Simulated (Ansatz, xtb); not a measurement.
**AlNH2Cl (SMILES [NH2][Al][Cl]): methods side by side**

AlNH2Cl has 5 atoms, charge 0, and is taken as a doublet. SMILES: `[NH2][Al][Cl]`. Geometry: relaxed at PBE0-D4/def2-TZVP. This is one conformer, not always the lowest.

```xyz
5

N    -0.5494    0.4617   -0.2320
Al    0.4026   -0.2916    1.0491
Cl    1.9070   -1.6497    0.4408
H    -1.2936    1.1233   -0.0835
H    -0.4166    0.2827   -1.2159
```

Each level gives the electronic atomisation energy (eV). The values are calculated. Electronic energies at fixed atoms, without zero-point motion or spin-orbit coupling.

| level | kind | program | value (eV) | CPU time (all runs) |
| --- | --- | --- | --- | --- |
| GFN2-xTB | semi-empirical | xtb | 22.02 | under 2 s |
| GFN0-xTB | semi-empirical | xtb | 22.35 | under 2 s |
| GFN1-xTB | semi-empirical | xtb | 25.14 | under 2 s |
| UHF/STO-3G | Hartree–Fock | Ansatz | 14.06 | 0.51 s |
| UHF/3-21G | Hartree–Fock | Ansatz | 9.74 | 1.2 s |
| UHF/aug-cc-pVDZ | Hartree–Fock | Ansatz | 10.67 | 9 s |
| U-revPBE/STO-3G | GGA | Ansatz | ? | 3.1 s |
| UBLYP/STO-3G | GGA | Ansatz | ? | 3.1 s |
| UPBE/STO-3G | GGA | Ansatz | 19.43 | 3.2 s |
| U-r2SCAN/STO-3G | meta-GGA | Ansatz | 19.05 | 11 s |

Problem. Estimate what the levels marked ? give.

Solution. As computed at these levels: U-revPBE/STO-3G: 18.83 eV; UBLYP/STO-3G: 18.99 eV. The values span 9.74 to 25.14 eV. The xTB rows lack spin polarisation, so open shells miss the exchange term that lowers them. CPU times are rough (shared hosts, several kinds of processor): they show what a rung costs within a factor of a few.
